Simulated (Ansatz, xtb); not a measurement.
**C3H3−: 4 structures ranked**

4 gas-phase structures of C3H3−, found in a search over its isomers (lower ones may exist). Each was relaxed with GFN2-xTB:

A. `[C-]#CC`, a singlet
B. `C1=C[CH-]1`, a singlet
C. `[C-]1=CC1`, a singlet
D. a singlet given by its coordinates

D (Å):

```xyz
6

C     0.4872   -0.6470    0.2381
C    -0.8131   -0.8282    0.5194
C     1.7351   -0.5404    0.3120
H    -1.4675   -0.0049    0.8141
H    -1.2933   -1.8073    0.4617
H     2.4583   -0.3164   -0.4738
```

Close contacts (Å): C1–C2 1.34, C1–C3 1.25, C2–H4 1.09, C2–H5 1.09, C3–H6 1.09.

Task: Estimate their order in r2SCAN-D4/def2-SVPD energy at these geometries, lowest first.

Result: Calculated order at r2SCAN-D4/def2-SVPD: D (0.0), A (0.3), C (97.4), B (263.8) kJ/mol. Less than 1 kcal/mol parts D and A, so the order within that pair means little. CCSD(T)/def2-TZVPPD after further relaxation puts A lowest instead.

Energies above the lowest of each column, in kJ/mol; the last columns are at PBE-D3(BJ)/def2-SVPD geometries and were run for some of them only (a dash: not run or not comparable):

| structure | GFN2-xTB | HF/STO-3G | r2SCAN-D4/def2-SVPD | PBE-D3(BJ)/def2-SVPD | CCSD(T)/def2-TZVPPD |
| --- | --- | --- | --- | --- | --- |
| D | 0.0 | 70.3 | 0.0 | 0.0 | 12.6 |
| A | 24.7 | 0.0 | 0.3 | 14.6 | 0.0 |
| C | 76.5 | 94.6 | 97.4 | 101.5 | 114.2 |
| B | 192.3 | 326.2 | 263.8 | – | – |

CCSD(T)/def2-TZVPPD puts A lowest of those it was run on; GFN2-xTB picks D, PBE-D3(BJ)/def2-SVPD picks D. CCSD(T)/def2-TZVPPD orders those it was run on as A (0.0), D (12.6), C (114.2) kJ/mol. Frequencies (PBE-D3(BJ)/def2-SVPD) were run for A, C, D alone.

Over these structures GFN2-xTB departs from r2SCAN-D4/def2-SVPD by 29.2 kJ/mol on average once a common shift is removed. A GFN2-xTB relaxation took about 0.19 s and the r2SCAN-D4/def2-SVPD energy about 1.8 s on a shared host (Ansatz 0.2.0, xtb 6.7.1).
